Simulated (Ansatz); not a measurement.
## BC, quartet: reading a ladder of total energies

Geometry: a point of a stretch scan, not a stationary point.

```yaml
atoms:
  - { symbol: B, position_ang: [0.0000, 0.0000, 0.0000] }
  - { symbol: C, position_ang: [0.0000, 0.0000, 1.3140] }
```

Basis aug-cc-pVDZ; Ansatz 0.2.0. Only valence electrons are correlated (noble-gas cores frozen), which leaves 7 electrons in 44 orbitals. Prefix R: restricted or restricted open-shell reference; prefix U: unrestricted.

Full CI is exact within this basis and frozen core; it isn't the basis-set limit. The frozen core follows each run's orbitals, which can shift R against U totals by a few meV.

Runs differ by some tens of microhartree through their thresholds and, for an open shell, their frozen cores, so steps under 0.1 kcal/mol mean nothing.

```tsv
level	total energy (hartree)
UHF	-62.314569
UMP2	-62.433093
UCCSD	-62.462758
UCCSD(T)	-62.469546
UCCSDT	-62.471852
UCCSDT(Q)	-62.472494
UCCSDTQ	-62.472368
full CI	-62.472354
```

What is the correlation energy at full CI, and what share of it do UMP2 and UCCSD(T) recover?

E(corr) = -62.472354 − (-62.314569) = -0.157785 hartree = -4.294 eV. UMP2: -0.118524 / -0.157785 = 75.12 %. UCCSD(T): -0.154977 / -0.157785 = 98.22 %.

By how many kcal/mol does UCCSD(T) miss full CI (1 hartree = 627.509 kcal/mol), and which steps make up the rest?

-62.469546 − (-62.472354) = 0.002808 hartree = 1.76 kcal/mol. Steps: UCCSDT − UCCSD(T) = -1.45, UCCSDT(Q) − UCCSDT = -0.40, UCCSDTQ − UCCSDT(Q) = 0.08, full CI − UCCSDTQ = 0.01 kcal/mol. Differences between like states or geometries often cancel part of this.
